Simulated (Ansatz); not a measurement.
Computed with Ansatz.

`CC1(F)C=N1` at its PBE0-D4/def2-TZVP geometry, where that method's forces vanish. Charge 0, multiplicity 1.

```
atom   x (Å)   y (Å)   z (Å)
  C1   0.292   0.973   0.502
  C2   0.055  -0.450   0.128
  F3   0.166  -1.267   1.224
  C4  -0.651  -0.966  -0.993
  N5   0.603  -1.030  -1.109
  H6  -0.443   1.302   1.239
  H7   1.288   1.078   0.939
  H8   0.224   1.612  -0.378
  H9  -1.534  -1.251  -1.552
```

Problem. For each bond, give half the difference of the two atoms' forces along it (eV/Å; positive pushes the atoms apart) under PBE-D4, r2SCAN-D4, B3LYP-D4, ωB97M-V in def2-TZVPP. (Estimate.)

Solution. The calculation gave: 
| bond | length (Å) | PBE-D4 | r2SCAN-D4 | B3LYP-D4 | ωB97M-V |
| --- | --- | --- | --- | --- | --- |
| C1–C2 | 1.490 | -0.25 | -0.10 | 0.00 | 0.08 |
| C1–H6 | 1.092 | 0.11 | -0.02 | -0.06 | -0.09 |
| C1–H7 | 1.092 | 0.12 | -0.02 | -0.06 | -0.09 |
| C1–H8 | 1.089 | 0.10 | -0.02 | -0.06 | -0.07 |
| C2–F3 | 1.372 | 0.47 | 0.30 | 0.32 | 0.19 |
| C2–C4 | 1.422 | 0.38 | 0.09 | 0.10 | 0.10 |
| C2–N5 | 1.472 | 0.71 | 0.34 | 0.20 | 0.01 |
| C4–N5 | 1.261 | 1.06 | 0.48 | 0.16 | 0.05 |
| C4–H9 | 1.083 | -0.26 | -0.15 | -0.14 | -0.17 |

B3LYP here is the variant with VWN-RPA as its local correlation; programs differ in this.
